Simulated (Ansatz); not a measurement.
## How the polycrystal shear modulus of hcp Hf moves with the method

No measured value is used here.

| level (code) | value (GPa) | cell (Å³/atom) |
|---|---|---|
| LDA (Ansatz) | 53.2 | 20.83 |
| PBE (Ansatz) | 56.2 | 22.53 |
| PBEsol (Ansatz) | ? | 21.61 |
| HSE06 (Ansatz) | 70.9 | 22.77 |

Problem. What belongs in the gaps?

Solution. 
- PBEsol (Ansatz, a first-principles code), value (GPa): 57.1

Density-functional levels without +SOC have no spin–orbit coupling. HSE06: hybrids on metals are sensitive to the k mesh. HSE06: the run warned that the count of filled bands differs between k points. Each level is taken at its own relaxed cell. K meshes differ between the levels. Ansatz's density-functional and Hartree–Fock values are scalar-relativistic unless marked +SOC, with PAW data made under PBE.
